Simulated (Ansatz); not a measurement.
**H2Al–Al, triplet: breathe scan**

Starting geometry (PBE0/def2-TZVP stationary point for this spin, not checked as a minimum):

```yaml
atoms:
  - { symbol: Al, position_ang: [0.0000, 0.0000, -1.2010] }
  - { symbol: Al, position_ang: [0.0000, 0.0000, 1.3441] }
  - { symbol: H, position_ang: [0.0000, 1.4184, -1.9165] }
  - { symbol: H, position_ang: [0.0000, -1.4184, -1.9165] }
```

From there all distances are scaled together; atoms are numbered as listed. Energies are in kcal/mol, counted from the starting geometry at the same level.

Basis 6-31G; Ansatz 0.2.0. Only valence electrons are correlated (noble-gas cores frozen). R marks a restricted (for open shells ROHF) determinant, U an unrestricted one.

Unrestricted rows (U) aren't spin-pure: their determinants' ⟨S²⟩ exceeds S(S+1) by up to 0.94, so they mix in states of higher spin. The reference follows the lowest state, whose symmetry changes along the scan.

Full CI is exact within this basis and frozen core; it isn't the basis-set limit. The frozen core follows each run's orbitals, which can shift R against U totals by a few meV.

| scale of all distances | UMP2 |
| --- | --- |
| 0.871 | 35.1 |
| 1.000 | 0.0 |
| 1.118 | 9.5 |
| 1.293 | 46.6 |
| 1.503 | 82.6 |
| 1.781 | 102.3 |
| 1.994 | 110.2 |
| 2.437 | 117.0 |

Q: Estimate the full CI curve in 6-31G from this one, knowing how UMP2 errs.

A: The computed full CI values, in kcal/mol from the starting point, and the error of UMP2 against them:
```tsv
scale of all distances	full CI	UMP2 less full CI
0.871	37.3	-2.2
1.000	0.0	0.0
1.118	6.1	3.3
1.293	36.7	9.9
1.503	69.2	13.4
1.781	91.9	10.4
1.994	102.9	7.4
2.437	116.0	1.0
```

Full CI's occupations show more than one leading determinant at 1.994, 2.437.

The error spans 15.6 kcal/mol and is largest, 13.4 kcal/mol, at 1.503.
